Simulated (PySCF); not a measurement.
All values below come from PBE-D3(BJ)/def2-TZVP (PySCF). Isolated molecules, 0 K electronic values unless said otherwise. 

Reference species (SMILES): `[CH]=C` (neutral, multiplicity 2).

```json
{
 "dipole_moment": "0.72 D"
}
```

Changed species: `C[O]` (radical fragment; the reference has radical fragment).

Problem. Predict the effect on the dipole moment.

Solution. the dipole moment rises by 1.39 D, to 2.11 D.
